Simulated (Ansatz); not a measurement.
Input for Ansatz (development build ahead of 0.2.0):

```yaml
crystal:
  periodic: [false, false, false]
  atoms:
    - { symbol: H, position_ang: [0.0, 0.0, 0.0] }
    - { symbol: C, position_ang: [1.4569, 0.0, 0.5303] }
    - { symbol: C, position_ang: [-0.7285, 1.2617, 0.5303] }
    - { symbol: C, position_ang: [-0.7285, -1.2617, 0.5303] }
basis:
  gaussian: { orbitals: pcseg-2 }
magnetization:
  initial_magnetization: 3
hamiltonian:
  xc: pbe
```

The input is written out in the form of the current development build from the run's settings.

Output:

```
Converged                       : yes
Total energy                    : -114.09968 hartree
Spin squared of the determinant : 3.750
Stability test                  : minimum among restricted orbitals
```

Caution: stretched shape with no unrestricted run beside it, a lower state can exist; other spin multiplicities may lie lower.
